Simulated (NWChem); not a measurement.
System: C$_{2}$H$_{5}$NO anion, doublet; SMILES of the neutral closed-shell parent O=C(N)C

Input file for NWChem:

```
start job
memory heap 200 mb stack 900 mb global 1100 mb
charge -1
geometry units angstroms noautosym nocenter noautoz
  C      0.173947     1.373531    -0.018345
  C     -0.148945    -0.072516     0.248005
  N      1.010383    -0.912622     0.068446
  O     -1.317294    -0.542032     0.043075
  H      0.422932     1.511551    -1.119734
  H      1.052048     1.723780     0.544251
  H     -0.688791     2.013043     0.206360
  H      0.666493    -1.861689    -0.083003
  H      1.535322    -0.652799    -0.800471
end
basis spherical
  C library 6-31g*
  N library 6-31g*
  O library 6-31g*
  H library 6-31g*
end
dft
  odft
  mult 2
  xc hfexch
  iterations 150
  mulliken
end
task dft energy
esp
  recalculate
  probe 0.07
  range 0.3
  factor 1.0
  spacing 0.02
end
task esp
```

Parts of the log:

```
             Northwest Computational Chemistry Package (NWChem) 7.3.0
             --------------------------------------------------------

                             Geometry "geometry" -> ""
                             -------------------------

 Output coordinates in angstroms (scale by  1.889725989 to convert to a.u.)

  No.       Tag          Charge          X              Y              Z
 ---- ---------------- ---------- -------------- -------------- --------------
    1 C                    6.0000     0.17394700     1.37353100    -0.01834500
    2 C                    6.0000    -0.14894500    -0.07251600     0.24800500
    3 N                    7.0000     1.01038300    -0.91262200     0.06844600
    4 O                    8.0000    -1.31729400    -0.54203200     0.04307500
    5 H                    1.0000     0.42293200     1.51155100    -1.11973400
    6 H                    1.0000     1.05204800     1.72378000     0.54425100
    7 H                    1.0000    -0.68879100     2.01304300     0.20636000
    8 H                    1.0000     0.66649300    -1.86168900    -0.08300300
    9 H                    1.0000     1.53532200    -0.65279900    -0.80047100

 Effective nuclear repulsion energy (a.u.)     119.1081248646

  xc_inp: hfexch multiplicative factor not found.

                                 NWChem DFT Module
                                 -----------------

 Summary of "ao basis" -> "ao basis" (spherical)
 ------------------------------------------------------------------------------
       Tag                 Description            Shells   Functions and Types
 ---------------- ------------------------------  ------  ---------------------
 C                           6-31g*                  6       14   3s2p1d
 N                           6-31g*                  6       14   3s2p1d
 O                           6-31g*                  6       14   3s2p1d
 H                           6-31g*                  2        2   2s

            General Information
            -------------------
          SCF calculation type: DFT
          Wavefunction type:  spin polarized.
          No. of atoms     :     9
          No. of electrons :    33
           Alpha electrons :    17
            Beta electrons :    16
          Charge           :    -1
          Spin multiplicity:     2
          Use of symmetry is: off; symmetry adaption is: off
          Maximum number of iterations: 150
          AO basis - number of functions:    66
                     number of shells:    34
          Convergence on energy requested:  1.00D-06
          Convergence on density requested:  1.00D-05
          Convergence on gradient requested:  5.00D-04

              XC Information
              --------------
                     Hartree-Fock (Exact) Exchange  1.000

      Superposition of Atomic Density Guess
      -------------------------------------

 Sum of atomic energies:        -206.85976147

 Renormalizing density from      32.00 to     33

      Non-variational initial energy
      ------------------------------

 Total energy =    -212.889881
 1-e energy   =    -532.635471
 2-e energy   =     200.637464
 HOMO         =       0.310929
 LUMO         =       0.393936

     ---------------------------------------------
      Total Density - Mulliken Population Analysis
     ---------------------------------------------

    Atom       Charge   Shell Charges
 -----------   ------   -------------------------------------------------------
    1 C    6     6.46   2.00  0.67  1.77  0.66  1.32  0.03
    2 C    6     5.17   2.00  0.62  1.42  0.45  0.61  0.08
    3 N    7     7.81   2.00  0.78  2.25  0.85  1.90  0.02
    4 O    8     9.02   2.00  0.90  2.91  0.98  2.22  0.01
    5 H    1     1.06   0.47  0.59
    6 H    1     0.92   0.48  0.43
    7 H    1     0.93   0.48  0.44
    8 H    1     0.77   0.45  0.32
    9 H    1     0.87   0.44  0.43

     --------------------------------------------
      Spin Density - Mulliken Population Analysis
     --------------------------------------------

    Atom       Charge   Shell Charges
 -----------   ------   -------------------------------------------------------
    1 C    6     0.02   0.00  0.01  0.01 -0.02  0.02  0.00
    2 C    6     0.46   0.00  0.00  0.20  0.07  0.18  0.00
    3 N    7     0.01   0.00  0.02  0.00 -0.01  0.00  0.00
    4 O    8     0.10   0.00  0.00  0.07 -0.00  0.03  0.00
    5 H    1     0.18   0.02  0.16
    6 H    1     0.00   0.00  0.00
    7 H    1     0.01   0.00  0.01
    8 H    1     0.04   0.00  0.03
    9 H    1     0.18   0.02  0.16

   convergence    iter        energy       DeltaE   RMS-Dens  Diis-err
 ---------------- ----- ----------------- --------- --------- ---------
 d= 0,ls=0.0,diis     1   -207.7162091754 -3.27D+02  1.80D-02  2.30D-01
                                                     6.05D-03  2.17D-01
 d= 0,ls=0.0,diis     2   -207.8148044285 -9.86D-02  3.38D-03  8.05D-02
                                                     2.35D-03  7.74D-02
 d= 0,ls=0.0,diis     3   -207.8506281599 -3.58D-02  4.75D-03  3.75D-03
                                                     9.45D-04  4.06D-03
 d= 0,ls=0.0,diis     4   -207.8556100423 -4.98D-03  3.75D-03  1.41D-03
                                                     4.38D-04  5.93D-04
 d= 0,ls=0.0,diis     5   -207.8575343411 -1.92D-03  3.15D-03  2.66D-04
                                                     4.93D-04  2.26D-04
  Resetting Diis
 d= 0,ls=0.0,diis     6   -207.8583138790 -7.80D-04  8.44D-04  4.16D-05
                                                     1.59D-04  1.82D-05
 d= 0,ls=0.0,diis     7   -207.8583892307 -7.54D-05  9.95D-05  5.98D-06
                                                     4.61D-05  5.46D-06
 d= 0,ls=0.0,diis     8   -207.8583976516 -8.42D-06  1.32D-04  2.61D-06
                                                     4.98D-05  2.03D-06
 d= 0,ls=0.0,diis     9   -207.8584033644 -5.71D-06  9.49D-05  6.81D-07
                                                     3.53D-05  6.97D-07
 d= 0,ls=0.0,diis    10   -207.8584050538 -1.69D-06  2.59D-05  4.97D-08
                                                     9.12D-06  7.67D-08
 d= 0,ls=0.0,diis    11   -207.8584052049 -1.51D-07  1.27D-05  1.98D-08
                                                     4.86D-06  2.14D-08
 d= 0,ls=0.0,diis    12   -207.8584052414 -3.64D-08  2.96D-06  3.82D-09
                                                     1.93D-06  3.15D-09

         Total DFT energy =     -207.858405241380
      One electron energy =     -527.709076400037
           Coulomb energy =      228.027459870709
    Exchange-Corr. energy =      -27.284913576676
 Nuclear repulsion energy =      119.108124864623

 Numeric. integr. density =        0.000000000000

                    DFT Final Alpha Molecular Orbital Analysis
                    ------------------------------------------

 Vector   15  Occ=1.000000D+00  E=-2.014475D-01
              MO Center=  7.0D-02, -6.7D-01,  1.5D-01, r^2= 2.3D+00
   Bfn.  Coefficient  Atom+Function         Bfn.  Coefficient  Atom+Function
  ----- ------------  ---------------      ----- ------------  ---------------
    33      0.333369  3 N  pz                47     -0.314280  4 O  pz
    37      0.287995  3 N  pz                51     -0.238496  4 O  pz
    35      0.225026  3 N  px                31      0.219666  3 N  px
    34      0.212692  3 N  s                 46      0.211021  4 O  py
    50      0.171365  4 O  py                45      0.142563  4 O  px

[...]

                     NWChem Electrostatic Potential Fit Module
                     -----------------------------------------

 Atom parameters

 Number of atoms is                                    9
 Number of basis functions is                         66

 Grid parameters

 Maximum number of grid points is                  35783
 Number of grid points is                          35782
 Grid range                                     0.300000 nm
 Grid spacing                                   0.020000 nm
 Probe radius                                   0.070000 nm
 Atom radius factor                             1.000000

 Atomic radii

    1    0.100000
    6    0.147000
    7    0.140000
    8    0.136000
 FASTESP  F
  using M.O. file = ./job.movecs

    Atom              Coordinates                           Charge

                                                  ESP

    1 C     0.017395    0.137353   -0.001835    0.098559
    2 C    -0.014895   -0.007252    0.024801    0.410660
    3 N     0.101038   -0.091262    0.006845   -1.082115
    4 O    -0.131729   -0.054203    0.004308   -0.860222
    5 H     0.042293    0.151155   -0.111973   -0.066174
    6 H     0.105205    0.172378    0.054425   -0.092494
    7 H    -0.068879    0.201304    0.020636   -0.080445
    8 H     0.066649   -0.186169   -0.008300    0.373329
    9 H     0.153532   -0.065280   -0.080047    0.298902
                                            ------------
                                               -1.000000

 Dipole moment                                  1.770081

 Quadrupole moment Qxx                        -14.675690
                   Qyy                          5.149981
                   Qzz                          9.525709

 RMS deviation kJ/mol                           0.112655

 RRMS %                                         5.137950
```

Level: UHF/6-31G* (spherical d). Sets without diffuse functions describe the anion's extra electron poorly. All runs use the structure optimised with B3LYP/def2-SVPD, spin-unrestricted. Not confirmed as a minimum by frequencies. This spin state was assumed; another may lie lower. No stability test was run on the SCF state. The highest occupied level is positive, so the extra electron may be held by the finite basis.
